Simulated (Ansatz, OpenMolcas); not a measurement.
# A ladder of methods for BF (SMILES [B]F)

The species is BF (2 atoms), meant as a singlet with charge 0. As SMILES, `[B]F`. The coordinates come from a PBE0-D4/def2-TZVP relaxation.

```
atom   x (Å)   y (Å)    z (Å)
   B  0.0000  0.0000  -0.0094
   F  0.0000  0.0000   1.2537
```

Each level gives the energy change with the B1–F2 bond stretched from 1.263 to 2.489 Å (eV). The values are calculated.

```tsv
level	kind	program	value (eV)	CPU time (all runs)
HF/STO-3G (restricted)	Hartree–Fock	Ansatz	9.87	0.1 s
SVWN5/STO-3G (restricted)	LDA	OpenMolcas	7.98	5.8 s
M06-2X/STO-3G (restricted)	hybrid meta-GGA	OpenMolcas	?	5.5 s
PBE0/STO-3G (restricted)	global hybrid	OpenMolcas	8.42	4.8 s
r2SCAN0/STO-3G (restricted)	hybrid meta-GGA	Ansatz	?	1.9 s
wB97X/STO-3G (restricted)	range-separated hybrid	Ansatz	8.80	3.2 s
MP2/STO-3G (restricted)	perturbation theory	Ansatz	8.42	0.15 s
SC-NEVPT2(2,2)/STO-3G	multireference	OpenMolcas	6.85	2.7 s
CCSD(T)/STO-3G (restricted)	coupled cluster or CI	Ansatz	6.76	0.28 s
FCI/STO-3G	exact in the basis	Ansatz	6.68	0.33 s
```

Problem. Estimate the missing values from the other rows.

Solution. As computed at these levels: M06-2X/STO-3G (restricted): 8.88 eV; r2SCAN0/STO-3G (restricted): 8.66 eV. Spin-restricted single references rise too steeply as a bond breaks, Hartree–Fock most of all. Perturbation and coupled-cluster corrections on them can overshoot downwards. The first shape isn't each level's own minimum. The values span 6.68 to 9.87 eV. All rows use very small basis sets, so even the best lies far from the true value. CPU times are rough (shared hosts, several kinds of processor): they show what a rung costs within a factor of a few.
